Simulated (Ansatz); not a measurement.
**Worked example: vertical energy of the triplet above the singlet of C5H10 (3-methyl-1-butene)**

C5H10: 15 atoms, total charge 0, spin state singlet. As SMILES, `C=CC(C)C`. Geometry: relaxed at PBE0-D4/def2-TZVP. This is one conformer, not always the lowest.

Both states at this one shape; open shells run unrestricted unless said. 1 Eh = 27.2114 eV.

| level | program | singlet C5H10 (Eh) | triplet C5H10 (Eh) |
| --- | --- | --- | --- |
| HF/def2-SVP | Ansatz | -195.002484 | -194.870356 |
| B3LYP/def2-SVP | Ansatz | -196.392128 | -196.223877 |
| B2PLYP/def2-SVP, 5 core orbitals frozen | Ansatz | -196.146238 | -195.975183 |

**Question.** Work out the vertical gap, second state less first, at each level.

**Answer.** 
1. HF/def2-SVP: -194.870356 − (-195.002484) = 0.132128 Eh = 3.60 eV.
2. B3LYP/def2-SVP: -196.223877 − (-196.392128) = 0.168251 Eh = 4.58 eV.
3. B2PLYP/def2-SVP: -195.975183 − (-196.146238) = 0.171055 Eh = 4.65 eV.

No measured value is set beside it here; the levels span 3.60 to 4.65 eV. Hartree–Fock favours the state with fewer electron pairs, since it lacks pair correlation.
